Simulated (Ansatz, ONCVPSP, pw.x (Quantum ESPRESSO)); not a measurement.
## From atom to crystal: ONCV potential for nickel (Ni)

* Element: nickel (Ni)
* Generator: ONCVPSP 4.0.1
* Type: optimised norm-conserving Vanderbilt (ONCV)
* Functional: PBE
* Relativity: scalar-relativistic
* Frozen core: [Ne]
* Valence charge: 18
* Reference configuration: 3s2 3p6 3d8 4s2
* Partial waves: 3s+4s: rc 1.10 bohr, ncon 4, nbas 9, qcut 13.6 1/bohr, 2 projectors; 3p: rc 1.10 bohr, ncon 4, nbas 8, qcut 12.8 1/bohr, 2 projectors, debl 1.9 Ha; 3d: rc 1.50 bohr, ncon 4, nbas 8, qcut 11.8 1/bohr, 2 projectors, debl 2.3 Ha
* Local potential: polynomial inside 0.70 bohr (lpopt 5, dvloc0 0 Ha)
* Core correction: Teter function, fcfact 3.2, rcfact 1.15

In the p channel the program set the typed energies aside and used -2.623, 0.250 Ha.

Atomic tests: cutoffs needed: 57 Ha and 67 Ha (the cutoffs (Ha) at which the residual kinetic energy of the hardest occupied pseudo-wave falls to 1 and 0.1 mHa per electron); ghost test: no bound ghost flagged; no localised positive-energy state flagged; largest excitation error: -160 meV (all-electron minus pseudo) for 3s2 3p5 3d8 4s2, out of 4 test configurations.

Crystal test: fcc Ni in pw.x 7.5, no spin, 16³ k-points, Fermi–Dirac smearing 0.01 Ry, cutoffs 155/620 Ry. The reference is all-electron LAPW (Ansatz 0.2.0) with the same functional, mesh and smearing; V0 and B0 come from Birch–Murnaghan fits to the pressures at five volumes. Errors are pseudo minus all-electron; Δ is the rms difference of the E(V) curves that follow from these fits, minima aligned, over ±6 % about the mean V0. Mesh and smearing are coarse, so the numbers serve the comparison and aren't converged zero-temperature values; the lattice is a test structure that the element need not adopt. Spin polarisation and strong correlation are left out, which matters for this element.

| V (Å³/atom) | P all-electron (GPa) | P pseudo (GPa) |
| --- | --- | --- |
| 10.360 | 10.94 | 11.29 |
| 10.632 | 4.80 | 5.21 |
| 10.905 | -0.50 | -0.13 |
| 11.178 | -5.07 | -4.71 |
| 11.450 | -9.00 | -8.66 |

All-electron: a0 = 3.517 Å (V0 = 10.88 Å³/atom), B0 = 198.9 GPa.

Pseudopotential: mean pressure error (GPa): +0.37; a0 (Å): 3.519; a0 error (%): +0.07; B0 error (%): -0.7; Δ (meV/atom): 0.9.

At the middle volume, how do free energy and pressure move when the wave cutoff is lowered (ecutrho kept at four times it)?

| cutoff (Ry) | shift of F (meV/atom) | shift of P (GPa) |
| --- | --- | --- |
| 70 | +11328.6 | -738.14 |
| 93 | +937.1 | -101.99 |
| 124 | +19.8 | -2.83 |

The 8 pw.x runs together took about 7.4 min on one core of a shared server CPU.
